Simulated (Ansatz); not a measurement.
Born–Oppenheimer molecular dynamics of AlH3O2 (6 atoms, charge 0, multiplicity 1). It starts from a relaxed structure.

All numbers below come from RKS B3LYP/def2-SVP (Ansatz 0.2.0).

```yaml
ensemble: NVT, Nosé–Hoover chain
time_step: 0.25 fs
steps_asked: 250
set_temperature: 500 K
thermostat: time constant 100 fs, chain length 3 (defaults)
seed: 502352
```

First frame:

```xyz
6
Properties=species:S:1:pos:R:3
Al -0.124 -0.116 -0.090
O 0.002 -0.256 1.604
H -0.704 -0.138 2.245
O 1.265 -0.370 -1.034
H 2.139 -0.592 -0.699
H -1.456 0.237 -0.844
```

Question: How far do the bonds stretch over the last three quarters of this one trajectory? (Pairs bonded in most of those frames.)

Answer: 
| bond | mean (Å) | spread (Å) | shortest | longest |
| --- | --- | --- | --- | --- |
| Al1–O2 | 1.704 | 0.027 | 1.66 | 1.75 |
| Al1–O4 | 1.705 | 0.018 | 1.68 | 1.73 |
| Al1–H6 | 1.581 | 0.037 | 1.52 | 1.63 |
| O2–H3 | 0.960 | 0.002 | 0.96 | 0.96 |
| O4–H5 | 0.964 | 0.011 | 0.95 | 0.98 |

Mean temperature of the second half: 243 K. The conserved energy stayed within 0.021 meV per atom of its start (net change 0.02 meV per atom), so the integration is sound. The mean temperature of the second half is 51 % below the set value. A run of 0.062 ps of so small a system gives no equilibrium averages.

Time of the run: 5.6 min on 1 thread of Arm Neoverse V1, on a shared host, peak memory 0.1 GiB.
